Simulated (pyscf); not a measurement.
PySCF, gas phase, ωB97X-D3(BJ)/def2-SVP geometries.

Question: For HF + F–SiH: [singlet] → F–Si:–F [singlet] + H₂, a four-centre exchange (singlet surface; F–H, H–Si broken, F–Si, H–H formed), PBE/def2-TZVP gives ΔE‡ = -6.7 kcal/mol and ΔE = -47.4 kcal/mol (zero: the separated reactants). In which direction and how far do r²SCAN/def2-TZVP, B3LYP-D3(BJ)/def2-TZVP, ωB97M-D3(BJ)/def2-TZVP move these?

Answer: r²SCAN: ΔE‡ = -5.9 kcal/mol, ΔE = -49.5 kcal/mol; B3LYP-D3(BJ): ΔE‡ = -1.0 kcal/mol, ΔE = -47.9 kcal/mol; ωB97M-D3(BJ): ΔE‡ = -0.9 kcal/mol, ΔE = -47.9 kcal/mol. PBE's barrier lies under all of them, by 0.8 to 5.8 kcal/mol. Its reaction energy lies over all of them, by 0.5 to 2.1 kcal/mol. On the reactant side the descent ends in a complex, 6.6 kcal/mol under the separated species and 6.1 kcal/mol under the saddle at ωB97X-D3(BJ)/def2-TZVP. At PBE, r²SCAN, B3LYP-D3(BJ), ωB97M-D3(BJ) the saddle lies under the separated reactants, which points to a path from their complex (located at ωB97X-D3(BJ) alone). One saddle was located; it need not be the lowest between these sides.
